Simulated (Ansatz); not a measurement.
Results of r²SCAN+SOC (Ansatz, a first-principles code, PAW) for bcc Ba.

Input:

Ansatz 0.2 input:
```yaml
crystal:
  lattice:
    - [-2.5125, 2.5125, 2.5125]
    - [2.5125, -2.5125, 2.5125]
    - [2.5125, 2.5125, -2.5125]
  atoms:
    - { symbol: Ba, position: [0.0, 0.0, 0.0] }
basis:
  ecutwfc: 560
  ecutrho_ratio: 4
  xc_grid: 3
kpoints:
  mp_grid: { grid: [16, 16, 16] }
hamiltonian:
  xc: r2scan
  dispersion: none
  pseudopotentials: { kind: paw }
scf:
  occupations: { method: fermi_dirac, width: 0.05 }
  convergence: { dr2_threshold: 0.0000000001 }
output:
  forces: false
  stress: true
  eigenvalues: true
magnetization:
  noncollinear: true
  spin_orbit: true
```

### Question
How many irreducible k-points, plane waves at Γ does the program set up, and what pressure does the run end with?

### Answer
145 irreducible k-points, 1961 plane waves at Γ; P = 0.23 GPa, so the cell is compressed on average and its volume would grow at this level.

From the output:

```
Crystal: 1 atoms, lattice volume = 63.442 Å³
Basis set: ecut = 560 eV, 1961 PW (Γ), exchange–correlation on 108×108×108 points (27 copies of the dense FFT grid, shifted against one another)
Bands: 18, of which v1, the nominal top of the filled ones, is band 10 counted from 1 (9 counted from 0)
Symmetry: 48 space group operations + 48 with time reversal
k-points: 145 of 4096
Initial density: superposition of atomic densities (chi_scale 0.1, normalization cell)
Functional: x = r2scan, c = r2scan; τ floored in thin density (d = 2e-4 eV/Å³)
spin=Noncollinear: Kerker preconditioning applied to the charge; magnetization (m_x, m_y, m_z) channels mix plain (no charge-response kernel on spin).
SCF 1 converged in 9 iterations: F = -5951.044064 eV  dr2 = 2.94e-12
SCF converged after 9 iterations
Free energy (F): -5951.044064 eV
Internal energy: -5951.034316 eV  (E = F + TS)
E sigma→0 (E₀):  -5951.039190 eV
Fermi energy:    5.843245 eV
--- Stress (GPa, compression-positive) ---
        0.233324      -0.000000      -0.000000
       -0.000000       0.233324       0.000000
       -0.000000      -0.000000       0.233324
  P = ⅓ Tr σ = 0.2333 GPa (2.333 kbar)
```

The PAW data were made under PBE.

Note: cell and atoms aren't relaxed at this level (pressure 0.2 GPa).

The result took roughly 100 core-seconds.
